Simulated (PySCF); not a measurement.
Relaxed structures of CH$_{4}$Si$_{2}$, singlet (PBE0-D4/def2-TZVP; forces vanish, vibrations not checked; lower isomers may exist, and structures with a doubtful reference or unclear bonds are left out; Å). Computed with PySCF 2.14 with density fitting (its default auxiliary sets; JK sets also for MP2 and CCSD(T)) (basis: def2-TZVPP); correlated methods freeze the cores.

(1) Rank them by CCSD(T) energy, lowest first, and give each one's height above the lowest. Links in brackets join atoms within 1.22 times the sum of their covalent radii (1.1 for two metals). (An estimate is asked for; the value comes from the calculation.)
A.
CH₄Si₂ ([CH2]1[SiH][SiH]1)
```
7
angstrom
C 0.3428 0.0216 0.7016
Si 0.3066 0.5095 -1.1593
Si -1.1572 -0.6314 -0.3110
H -2.3698 -1.4480 -0.0763
H 1.1374 1.2850 -2.1083
H 0.1709 0.7971 1.4479
H 1.0945 -0.6915 1.0397
```
B.
CH₄Si₂ ([H]1[Si]2[CH2][SiH]12)
```
7
angstrom
C -0.8201 -0.7773 -0.5523
Si 0.2899 0.6690 -0.7887
Si 0.3984 -0.5991 1.0297
H -1.8915 -0.7306 -0.3655
H -0.1109 1.9526 -1.4318
H 0.0340 1.0436 0.8412
H -0.5473 -1.6501 -1.1421
```
C.
CH₄Si₂ ([CH]1[SiH][SiH2]1)
```
7
angstrom
C -0.8416 -0.4190 -0.3761
Si 0.3432 0.5316 -1.1625
Si 0.3781 -0.0323 0.9653
H -1.7683 -0.9699 -0.4612
H 0.5568 1.0442 -2.5442
H 0.0443 0.9126 2.0668
H 1.2795 -1.0810 1.5181
```

T1 diagnostic: at most 0.019. The restricted Hartree–Fock reference is unstable towards an unrestricted one at one or more of these structures.

## Answers

(1) By the calculation: C (0.0 kJ/mol), B (3.9 kJ/mol), A (77.3 kJ/mol). Heights count from the lowest.

For scale, one of the runs: CCSD(T)/def2-TZVPP, 171 basis functions, launched by `OMP_NUM_THREADS=2 python run.py`. Time: 4.2 min of wall clock on 2 CPU threads of an Arm Neoverse V1; the host was shared. Peak host memory: 1.1 GiB.
